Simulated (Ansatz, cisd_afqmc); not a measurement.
System: BF₂, charge 0, doublet. BF2 (SMILES F[B]F, doublet).
B3LYP-D3(BJ)/def2-TZVP minimum from Ansatz (a quantum-chemistry and plane-wave program):
```
B
F 1 1.3102
F 1 1.3102 2 121.32
```
Charge 0, spin multiplicity 2.

Total energies in cc-pVDZ, 17 correlated electrons, 3 frozen orbitals. UHF or UKS for unpaired electrons; spin-orbit terms are left out. Correlated methods leave the cores frozen. No relativity. The Monte Carlo rows (phaseless AFQMC, CISD trial, step 0.005/hartree) carry one-sigma bars that omit the constraint's bias. Outlying blocks are dropped, and bars are widened where a walk drifts. Over all cases where full CI ran beside it in this data, AFQMC minus full CI had a median of +0.1 mEh and passed +0.4 mEh in a tenth of the cases.

```
method         program         energy (Eh)  minus CCSDT(Q) (mEh)
----------  ----------  ------------------  --------------------
HF              Ansatz          -223.61876                449.27
MP2             Ansatz          -224.05199                 16.04
CCSD            Ansatz          -224.05833                  9.70
CCSD(T)         Ansatz          -224.06659                  1.44
CCSDT(Q)        Ansatz          -224.06803                  0.00
AFQMC/CISD  cisd_afqmc  -224.0682 ± 0.0004            -0.2 ± 0.4
```

Rough core times of Ansatz's runs on a shared machine: CCSD(T) under 20 s, CCSDT(Q) 90 s.
